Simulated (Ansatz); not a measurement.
# BCCD(T)/STO-3G run of SiH2O (oxosilane)

What is the vertical ionisation energy of SiH2O (oxosilane) at BCCD(T)/STO-3G? 

The results are computed with Ansatz 0.2.0.

61 further runs of the same task are left out: 9 that didn't finish, 52 set aside as unsound or not needed.

### Step 1. The molecule

The species is SiH2O (4 atoms), meant as a singlet with charge 0. SMILES: `O=[SiH2]`. Geometry: relaxed at PBE0-D4/def2-TZVP.

Bond lengths: O1–Si2 1.516 Å, Si2–H3 1.485 Å, Si2–H4 1.486 Å. Angles: O1–Si2–H3 124.0°, O1–Si2–H4 124.0°, H3–Si2–H4 111.9°.

### Step 2. A single-point energy at BCCD(T)/STO-3G

Contents of molecule.yaml:

```yaml
crystal:
  periodic: [false, false, false]
  atoms:
    - {symbol: O, position_ang: [-0.283200, 0.413500, 1.469500]}
    - {symbol: Si, position_ang: [-0.006700, 0.009800, 0.034900]}
    - {symbol: H, position_ang: [0.439900, -1.346000, -0.376200]}
    - {symbol: H, position_ang: [-0.150000, 0.922700, -1.128300]}
basis:
  gaussian:
    orbitals: STO-3G
correlation:
  method: bccd_t
  frozen_orbitals: {H: 0, O: 1, Si: 5}
accuracy: high
scf:
  omitted_lower_state_checks: [cluster_reference, increment]
```

Command:

```console
$ ansatz run molecule.yaml --threads 1 --pin off --max-ram 2610MiB --events-out events.jsonl --progress --plain --runs-dir runs
```

What it wrote, cut to the lines that bear on the results:

```text
Warning: RAYON_NUM_THREADS=1 ignored (pool sized by the plan → 1); use --threads N
Functional definition: HF
  name "HF"
[...]
267 factors; integrals over basis functions are off by at most 2.6e-8 eV
[...]
mean field -9809.88397807 eV, -360.5065868158 hartree, gradient 4.3e-8 eV, S^2 0.000000; 0 other end points of the search recorded, 0 dependent functions left out; unrestricted orbitals would lower it
6 core orbitals not correlated: weight in the atoms' cores, before any rotation towards them, 1.000 or more for the frozen orbitals, at most 0.000 for the correlated occupied ones
reference -9809.88397807 eV, -360.5065868158 hartree; 6, 6 occupied and 4, 4 virtual orbitals, 267 factors
second order -3.25968264 eV of doubles, -0.00000000 eV of singles
cycle   1  -3.29510562 eV  change   -3.5e-2 eV  update   1.2e-1
[...]
cycle  21  -3.77732526 eV  change  -7.6e-10 eV  update  4.3e-10
perturbative correction -0.19366857 eV, -0.0071171886 hartree
Total energy: -9813.85497190 eV, -360.6525181473 hartree
Checks for a lower state left out: cluster_reference, increment
```

Wall time 0.14 s (1 thread of Arm Neoverse V1, shared host).

### Step 3. The doublet cation

Contents of run.yaml:

```yaml
crystal:
  periodic: [false, false, false]
  atoms:
    - {symbol: O, position_ang: [-0.283200, 0.413500, 1.469500]}
    - {symbol: Si, position_ang: [-0.006700, 0.009800, 0.034900]}
    - {symbol: H, position_ang: [0.439900, -1.346000, -0.376200]}
    - {symbol: H, position_ang: [-0.150000, 0.922700, -1.128300]}
basis:
  gaussian: {orbitals: STO-3G}
total_charge: 1
magnetization: {spin_polarized: true, initial_magnetization: 1}
correlation: {method: bccd_t, frozen_orbitals: {H: 0, O: 1, Si: 5}}
accuracy: high
scf: {omitted_lower_state_checks: [cluster_reference, increment]}
```

Command:

```console
$ ansatz run run.yaml --threads 1 --pin off --max-ram 2610MiB --events-out events.jsonl --progress --plain --runs-dir runs
```

What it wrote, cut to the lines that bear on the results:

```text
Warning: RAYON_NUM_THREADS=1 ignored (pool sized by the plan → 1); use --threads N
[... 2 set-up lines as earlier in the session ...]
[...]
267 factors; integrals over basis functions are off by at most 2.6e-8 eV
[...]
mean field -9805.22454950 eV, -360.3353559742 hartree, gradient 7.1e-8 eV, S^2 0.770766; 4 other end points of the search recorded, 0 dependent functions left out
6 core orbitals not correlated: weight in the atoms' cores, before any rotation towards them, 1.000 or more for the frozen orbitals, at most 0.000 for the correlated occupied ones
reference -9805.22454950 eV, -360.3353559742 hartree; 6, 5 occupied and 4, 5 virtual orbitals, 267 factors
second order -1.74042988 eV of doubles, -0.00000000 eV of singles
cycle   1  -2.05727830 eV  change   -3.2e-1 eV  update   9.0e-2
[...]
cycle  28  -2.41566272 eV  change   7.7e-10 eV  update  7.8e-10
perturbative correction -0.15456560 eV, -0.0056801811 hartree
Total energy: -9807.79477782 eV, -360.4298101230 hartree
Checks for a lower state left out: cluster_reference, increment
```

It took 0.28 s on 1 thread of Arm Neoverse V1, shared host.

### Step 4. Outcome

Level: BCCD(T)/STO-3G, 6 core orbitals frozen.

```
                                                   quantity          value
                                singlet SiH2O: total energy  -360.65252 Eh
 singlet SiH2O: correlation energy (6 core orbitals frozen)     -145.9 mEh
                              singlet SiH2O: (T) correction      -7.12 mEh
                               doublet cation: total energy  -360.42981 Eh
doublet cation: correlation energy (6 core orbitals frozen)      -94.5 mEh
                             doublet cation: (T) correction      -5.68 mEh
          doublet cation: ⟨S²⟩ of the reference determinant          0.771
         vertical ionisation energy (to the doublet cation)       6.060 eV
```

The vertical ionisation energy comes to 6.06 eV (585 kJ/mol). In a minimal basis such a difference can be off by several eV, whatever the method. The restricted solution (singlet SiH2O) is unstable to spin breaking: an unrestricted one lies lower. The triples (singlet SiH2O) make up 4.9 % of the correlation energy. The triples (doublet cation) make up 6.0 % of the correlation energy.
